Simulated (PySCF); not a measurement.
# Frontier orbitals and the lowest excitations

Compound: phosphonic acid, H3O3P.
Atom-mapped SMILES: `[O:1]=[PH:2]([OH:3])[OH:4]` (hydrogens: H5 on P2; H6 on O3; H7 on O4)

Structure used (GFN2-xTB), in Å, numbered top down from 1:
```
atom  x, y, z in Å
O1    -0.2044    0.6176    1.3994
P2     0.0009    0.3424   -0.0216
O3     1.3314   -0.4793   -0.3255
O4    -1.1736   -0.5119   -0.6781
H5     0.1141    1.3908   -0.9009
H6     1.7678   -0.6684    0.5053
H7    -1.8328   -0.6862   -0.0058
```

The calculation used TDDFT PBE0/def2-SVPD, vertical, gas phase, core orbitals frozen in the response (PySCF 2.14.0, density-fitted response routines).

Frontier orbitals with the atoms that hold most of them (Löwdin shares over 4%, at most four atoms; ? is withheld):

```
orbital  ε (eV)                           atoms
 LUMO+2    1.24  P2 34%, H5 24%, O1 18%, O3 10%
 LUMO+1    0.79  O4 25%, O3 25%, O1 14%, H6 12%
   LUMO    0.26                               ?
   HOMO       ?                               ?
 HOMO-1   -9.09    O1 71%, P2 16%, H5 5%, O3 4%
 HOMO-2  -10.51           O4 49%, O3 38%, P2 5%
 HOMO-3  -10.65  O3 32%, O4 20%, O1 17%, P2 15%
```

**Question.** Which atoms hold the LUMO, and with what shares?

**Answer.** O3 (bonded to P and H) 22%; O4 (bonded to P and H) 22%; P2 (bonded to 3 O and H) 17%; H6 (bonded to O) 13%. By element: oxygen 45% or more, phosphorus 17%, hydrogen 13% or more.

**Question.** Which atoms hold the HOMO, and with what shares?

**Answer.** O1 (bonded to P) 70%; O4 (bonded to P and H) 10%; O3 (bonded to P and H) 10%; P2 (bonded to 3 O and H) 8%. By element: oxygen 90%, phosphorus 8%.

**Question.** What is the HOMO energy, and the HOMO–LUMO gap?

**Answer.** ε(HOMO) = -9.05 eV; the gap is 9.31 eV (0.3420 hartree).

**Question.** How does S1 compare with the orbital gap of 9.31 eV?

**Answer.** S1 is at 7.97 eV (f = 0.026), 1.33 eV below the gap, made of HOMO→LUMO (98%). Without the coupling terms of the response equations the lowest excitation would equal the gap.

**Question.** One configuration dominates each of S1, S2 and S3. Which, and how do the shares of the two leading atoms of either orbital change from the occupied to the empty one?

**Answer.** 
- S1 (7.97 eV, f 0.026), HOMO→LUMO (98%): O1 70% → at most 13%, O4 10% → 22%, O3 10% → 22%
- S2 (8.14 eV, f 0.031), HOMO-1→LUMO (95%): O1 71% → at most 13%, P2 16% → 17%, O3 4% → 22%, O4 at most 5% → 22%
- S3 (8.48 eV, f 0.013), HOMO-1→LUMO+1 (93%): O1 71% → 14%, P2 16% → at most 13%, O4 at most 5% → 25%, O3 4% → 25%

One conformer stands for the species.
